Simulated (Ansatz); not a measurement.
in.yaml

```yaml
crystal:
  periodic: [false, false, false]
  atoms:
    - {symbol: B, position_ang: [0.000000, 0.000000, 0.024600]}
    - {symbol: Al, position_ang: [0.000000, 0.000000, -1.916200]}
    - {symbol: H, position_ang: [0.000000, 0.000000, 1.891600]}
basis:
  gaussian: {orbitals: 6-31G}
magnetization: {spin_polarized: false, initial_magnetization: 3}
correlation: {method: fic_mrcisd_q, electrons: outside_noble_gas, active_space: {window: {electrons: 7, orbitals: 9}, shells: [{species: Al, l: s, shell: 3}, {species: Al, l: p, shell: 3}, {species: B, l: s, shell: 2}, {species: B, l: p, shell: 2}, {species: H, l: s, shell: 1}]}}
```

```sh
$ ansatz run in.yaml --threads 1 --pin off --events-out ev --progress --plain --max-ram 2393MiB
```

Output:

```
496 factors; integrals over basis functions are off by at most 1.8e-7 eV
mean field evaluation 1: about -7262.5755 eV, gradient 5.7e0 eV
mean field evaluation 2: about -7262.5789 eV, gradient 5.8e0 eV
mean field evaluation 4: about -7263.4575 eV, gradient 2.0e0 eV
mean field evaluation 8: about -7263.6894 eV, gradient 3.2e-1 eV
mean field evaluation 16: about -7263.6947 eV, gradient 2.0e-6 eV
mean field evaluation 32: about -7263.6927 eV, gradient 1.1e-1 eV
mean field -7263.69474697 eV, -266.9358584421 hartree, gradient 2.0e-6 eV, S^2 3.750000; 3 other end points of the search recorded, 0 dependent functions left out
reference -7263.69474697 eV, -266.9358584421 hartree; 11, 8 occupied and 13, 16 virtual orbitals, 496 factors
state -7266.21695541 eV, -267.0285478924 hartree
contracted CI cycle   1: correlation 0.00000000 eV, 0.0000000000 hartree, residual 4.24e0 eV
contracted CI cycle   2: correlation -0.48462178 eV, -0.0178095221 hartree, residual 9.27e-1 eV
contracted CI cycle   3: correlation -0.50478991 eV, -0.0185506872 hartree, residual 1.98e-1 eV
contracted CI cycle   4: correlation -0.50573480 eV, -0.0185854110 hartree, residual 4.54e-2 eV
contracted CI cycle   5: correlation -0.50578424 eV, -0.0185872281 hartree, residual 1.18e-2 eV
contracted CI cycle   6: correlation -0.50578744 eV, -0.0185873457 hartree, residual 3.11e-3 eV
contracted CI cycle   7: correlation -0.50578766 eV, -0.0185873537 hartree, residual 7.75e-4 eV
state -7266.21695541 eV, -267.0285478924 hartree; corrected -7266.73127563 eV, -267.0474488121 hartree
Total energy: -7266.73127563 eV, -267.0474488121 hartree
Checks for a lower state left out: starts, orbital_swaps
```

Natural occupations: 1.9470 1.8688 1.0068 0.9736 0.9736 0.1219 0.0435 0.0435 0.0214.

For the same geometry and basis full CI lies 7.5 meV lower.

Ran on 1 thread of Arm Neoverse V1, shared host: 3.5 s wall, 0.31 GiB peak host memory.
